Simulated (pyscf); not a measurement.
Optimised with ωB97X-D3(BJ)/def2-SVP in PySCF.

Problem. O=MoH(F)(F)–F (SMILES [O]=[MoH]([F])([F])[F]) + HF (SMILES F) -> O=Mo(F)(F)(F)–F (SMILES [O]=[Mo]([F])([F])([F])[F]) + H₂ (SMILES [H][H])
Surface: singlet. Broken: H–Mo, F–H. Formed: F–Mo, H–H. Give ΔE‡ and ΔE from ωB97M-D3(BJ)/def2-TZVP, relative to the separated reactants.

Solution. ΔE‡ = 0.73 eV, ΔE = -0.91 eV. Zero-point energy shifts the barrier by +0.02 eV. It is a four-centre exchange, with an imaginary mode of 1086i cm⁻¹. On the reactant side the descent ends in a complex, 0.28 eV under the separated species and 0.93 eV under the saddle at ωB97X-D3(BJ)/def2-TZVP. At the saddle there is also a short H–Mo contact that neither side keeps. One saddle was located; it need not be the lowest between these sides. Elements past Kr carry the def2 core potentials, without spin-orbit coupling.
